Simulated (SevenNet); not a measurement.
# Rock-salt HfC

These are the machine-learned potential SevenNet-l3i5 (trained on PBE and PBE+U data) values and carry that method's errors.

Cell (relaxed at this level):

```yaml
crystal:
  lattice:
    - [0.00000, 2.32523, 2.32523]
    - [2.32523, 0.00000, 2.32523]
    - [2.32523, 2.32523, 0.00000]
  atoms:
    - { symbol: Hf, position: [0.00000, 0.00000, 0.00000] }
    - { symbol: C, position: [0.50000, 0.50000, 0.50000] }
```

```json
{
  "bulk_modulus": "241 GPa",
  "elastic constant C11": "498 GPa",
  "elastic constant C44": "160 GPa"
}
```

Measured, for comparison: bulk modulus 242 GPa (room temperature, not corrected to a static lattice, our sources range from 242 to 286; as tabulated in Synthesis of Binary Transition Metal Nitrides, Carbides and Borides from the …); elastic constant C11 500 GPa, elastic constant C44 180 GPa (temperature not stated, not corrected to a static lattice; as tabulated in Wu et al. (2005), arXiv:cond-mat/0412374). Computed (rounded) less measured: bulk modulus not scored (sources differ), elastic constant C11 -0.4 %, elastic constant C44 -11 %.

A machine-learned potential is trained on density-functional data: it inherits that level's misses and adds fitting errors of its own.

Elastic constants are with the ions relaxed.
